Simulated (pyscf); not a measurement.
This saddle point was located with ωB97X-D3(BJ)/def2-SVP in PySCF.

```xyz
6

O      1.7210    -0.9190    -0.4440
Si     0.3973    -0.1666    -0.5358
H      0.4311     1.4216    -0.8402
H     -0.8929    -0.5621    -1.1359
Cl    -0.4257     0.7623     1.4397
H      0.0307     1.4940     0.1919
```

Surface: singlet, charge 0. Lowest wavenumbers (cm⁻¹): 1153i, 211, 409, 542, 760.

Which two sides does it connect, and which bonds change?

O=SiH₂ (SMILES O=[SiH2]) + HCl (SMILES Cl) <-> O=SiH–Cl (SMILES O=[SiH]Cl) + H₂ (SMILES [H][H]), a four-centre exchange read from left to right: H–Si, Cl–H broken and Cl–Si, H–H formed. At ωB97M-D3(BJ)/def2-TZVP it lies +13.1 kcal/mol from the left side and +35.3 kcal/mol from the right (each side as separated species at their lowest minima found). On the reactant side the descent ends in a bound adduct, 9.1 kcal/mol under the separated species and 20.6 kcal/mol under the saddle at ωB97X-D3(BJ)/def2-TZVP. O=SiH–Cl lies 15.5 kcal/mol over its isomer HO–Si:–Cl [singlet] (electronic energy, ωB97M-D3(BJ)/def2-TZVP). One saddle was located; it need not be the lowest between these sides.
